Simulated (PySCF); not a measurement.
SMILES CCC (C₃H₈) (GFN2-xTB optimised geometry):

```
11

C      1.394    -0.471     0.000
C     -0.130    -0.471     0.000
C     -0.692     0.945     0.000
H      1.779    -1.489     0.005
H      1.775     0.036    -0.884
H      1.774     0.044     0.880
H     -0.492    -1.005    -0.882
H     -0.492    -1.005     0.882
H     -0.352     1.489     0.879
H     -0.361     1.485    -0.885
H     -1.779     0.928     0.006
```

Calculation: B3LYP/def2-TZVP run with PySCF 2.14.0.

Problem. What are the frontier orbital energies and the dipole moment?

Solution. HOMO-2 -9.23 eV, HOMO-1 -9.19 eV, HOMO -9.04 eV, LUMO 0.95 eV, LUMO+1 2.10 eV; dipole moment 0.09 D.

Meta-Löwdin charges at B3LYP/def2-TZVP: C1 -0.33, C2 -0.17, C3 -0.33, H4 0.11, H5 0.10, H6 0.10, H7 0.10, H8 0.10, H9 0.10, H10 0.10, H11 0.11.
